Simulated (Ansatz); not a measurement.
C3H5NO, SMILES `C=CC(N)=O`. The species carries charge 0 and has multiplicity 1. The structure was optimised at the PBE0-D4/def2-TZVP level. It is one conformer, not always the lowest.

```xyz
10

C     0.708   -1.078   -1.267
C    -0.161   -0.569   -0.408
C     0.204    0.612    0.424
N    -0.777    1.033    1.262
O     1.287    1.159    0.363
H     0.467   -1.936   -1.883
H     1.691   -0.629   -1.363
H    -1.152   -0.998   -0.291
H    -0.596    1.826    1.852
H    -1.670    0.579    1.311
```

**Question.** What is the dipole moment at r2SCAN/def2-TZVPP? (Best estimate.)

**Answer.** Computed: 3.61 D, with components (-3.34, -1.21, 0.60) D in this frame, pointing from negative to positive charge.

**Question.** And with PBE, B3LYP, ωB97M-V? (Estimate.)

**Answer.** Ansatz gave: PBE 3.54 D, B3LYP 3.64 D, ωB97M-V 3.63 D.

**Question.** Give the Mulliken charges with r2SCAN, ωB97M-V, B3LYP in def2-TZVPP. (Best estimate.)

**Answer.** Computed: 
```
atom  r2SCAN  ωB97M-V  B3LYP
  C1   -0.13    -0.18  -0.19
  C2   -0.15    -0.15  -0.16
  C3    0.35     0.32   0.30
  N4   -0.30    -0.22  -0.27
  O5   -0.39    -0.37  -0.35
  H6    0.09     0.11   0.12
  H7    0.11     0.12   0.13
  H8    0.05     0.08   0.09
  H9    0.19     0.15   0.18
 H10    0.17     0.13   0.16
```

B3LYP here is the variant with VWN-RPA as its local correlation; programs differ in this.
